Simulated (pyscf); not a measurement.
H₃C–Sn(Cl)(Cl)–Cl + HCl → CH₄ + Cl–Sn(Cl)(Cl)–Cl (four-centre exchange; singlet surface; C–Sn, Cl–H broken, C–H, Cl–Sn formed). Optimised with ωB97X-D3(BJ)/def2-SVP in PySCF. Rate constants from transition-state theory, ωB97M-D3(BJ)/def2-TZVP energies (ideal gas, 1 atm, RRHO with modes under 100 cm⁻¹ raised to 100, one conformer, R ln 2 for chiral ones without a mode under 150 cm⁻¹; no tunnelling), k in cm³ molecule⁻¹ s⁻¹.

```json
[
 {"T (K)": "298", "1000/T": "3.354", "log10 k": "-40.49"},
 {"T (K)": "600", "1000/T": "1.667", "log10 k": "-26.80"},
 {"T (K)": "900", "1000/T": "1.111", "log10 k": "?"},
 {"T (K)": "1200", "1000/T": "0.833", "log10 k": "-19.65"}
]
```

### Question
Fit an Arrhenius line to the three values, give the activation energy, and predict k at 900 K.

### Answer
Least squares gives log10 k = -12.89 − 8.25 × 1000/T, so Ea = 8.25 × ln 10 × 1.987 = 37.7 kcal/mol, against an electronic barrier of 36.9. At 900 K the line gives -22.06; the computed value is -22.10 (ΔG‡ = 67.8 kcal/mol), close to the line. On the reactant side the descent ends in a complex (not fully relaxed), 4.5 kcal/mol under the separated species and 38.6 kcal/mol under the saddle at ωB97X-D3(BJ)/def2-TZVP. At ωB97X-D3(BJ)/def2-TZVP the barrier from the zero used here is 34.0 kcal/mol. One saddle was located; it need not be the lowest between these sides. Elements past Kr carry the def2 core potentials, without spin-orbit coupling.
